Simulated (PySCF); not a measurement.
Molecule: 1,2,3-trifluoropropane (FCC(F)CF, C3H5F3).

Molfile (atoms numbered from 1):
```
C3H5F3
     RDKit          3D

 11 10  0  0  0  0  0  0  0  0999 V2000
    0.3270    1.7326   -0.8469 F   0  0  0  0  0  0  0  0  0  0  0  0
   -0.4971    0.6478   -0.9874 C   0  0  0  0  0  0  0  0  0  0  0  0
   -0.5188   -0.1732    0.2751 C   0  0  0  0  0  0  0  0  0  0  0  0
   -1.1243    0.5314    1.2892 F   0  0  0  0  0  0  0  0  0  0  0  0
    0.8652   -0.5581    0.7605 C   0  0  0  0  0  0  0  0  0  0  0  0
    1.4659   -1.3486   -0.1835 F   0  0  0  0  0  0  0  0  0  0  0  0
   -0.1311    0.0205   -1.8171 H   0  0  0  0  0  0  0  0  0  0  0  0
   -1.5168    0.9994   -1.2163 H   0  0  0  0  0  0  0  0  0  0  0  0
   -1.1086   -1.0875    0.0785 H   0  0  0  0  0  0  0  0  0  0  0  0
    0.7853   -1.1091    1.7111 H   0  0  0  0  0  0  0  0  0  0  0  0
    1.4650    0.3527    0.9154 H   0  0  0  0  0  0  0  0  0  0  0  0
  1  2  1  0
  2  3  1  0
  3  4  1  0
  3  5  1  0
  5  6  1  0
  2  7  1  0
  2  8  1  0
  3  9  1  0
  5 10  1  0
  5 11  1  0
M  END
```

Geometry PBE0-D3(BJ)/def2-SVP throughout; GIAO in PySCF 2.14, gas phase, one conformer, non-relativistic; equivalent atoms averaged; functional PBE0.

Task: How do the absolute shieldings σ depend on the basis set? (ppm; last column core-seconds on shared hosts with different chips, so compare them loosely)

Result: 
| basis set | functions | F4 | F1/F6 | C3 | C2/C5 | H8/H11 | H7/H10 | H9 | core-s |
| --- | --- | --- | --- | --- | --- | --- | --- | --- | --- |
| STO-3G | 35 | 441.2 | 455.7 | 174.4 | 177.9 | 30.35 | 30.46 | 30.58 | 2.3 |
| 6-31G | 64 | 411.5 | 443.1 | 113.8 | 124.0 | 27.76 | 28.06 | 28.23 | 4.4 |
| pcSseg-0 | 64 | 428.0 | 461.2 | 98.7 | 109.2 | 27.59 | 27.90 | 28.21 | 6.4 |
| 6-31G* | 94 | 416.5 | 444.3 | 109.4 | 118.5 | 27.25 | 27.52 | 27.64 | 6.3 |
| def2-SVP | 109 | 420.8 | 448.4 | 107.7 | 118.1 | 26.81 | 27.10 | 27.28 | 7 |
| cc-pVDZ | 109 | 413.6 | 443.1 | 108.4 | 120.5 | 26.72 | 27.00 | 27.23 | 12 |
| pcSseg-1 | 127 | 406.7 | 439.9 | 94.9 | 104.9 | 26.45 | 26.75 | 27.01 | 11 |
| aug-cc-pVDZ | 183 | 409.8 | 440.4 | 108.3 | 119.7 | 26.62 | 26.82 | 26.90 | 27 |
| 6-311+G(2d,p) | 192 | 404.6 | 437.4 | 97.8 | 108.7 | 26.81 | 27.01 | 27.09 | 16 |
| def2-TZVP | 216 | 404.1 | 437.7 | 95.8 | 106.9 | 26.84 | 27.04 | 27.09 | 20 |
| cc-pVTZ | 250 | 404.1 | 438.4 | 97.7 | 108.1 | 26.65 | 26.86 | 26.93 | 39 |
| IGLO-III | 260 | 404.2 | 438.0 | 91.7 | 102.8 | 26.66 | 26.87 | 26.93 | 42 |
| pcSseg-2 | 286 | 403.7 | 437.7 | 91.2 | 102.4 | 26.58 | 26.79 | 26.86 | 37 |

Task: Which nucleus moves most, in ppm?

Result: C3 (sp3 CH bonded to F): from 91.2 ppm with pcSseg-2 to 174.4 ppm with STO-3G. The smallest spread is 3.71 ppm, at H7/H10. Proton shifts span only some 12 ppm, so a few tenths of a ppm matter as much there as several ppm in carbon.

Task: Taking the largest basis, pcSseg-2 (286 functions), as the yardstick, rank the others by their worst heavy-atom deviation.

Result: IGLO-III 0.5 ppm (260 functions), pcSseg-1 3.7 ppm (127 functions), def2-TZVP 4.6 ppm (216 functions), cc-pVTZ 6.5 ppm (250 functions), 6-311+G(2d,p) 6.6 ppm (192 functions), def2-SVP 17.0 ppm (109 functions), aug-cc-pVDZ 17.4 ppm (183 functions), cc-pVDZ 18.1 ppm (109 functions), 6-31G* 18.2 ppm (94 functions), 6-31G 22.6 ppm (64 functions), pcSseg-0 24.3 ppm (64 functions), STO-3G 83.2 ppm (35 functions).

A small basis that lands close on one nucleus may do so by chance; judge by the trend and by all nuclei.
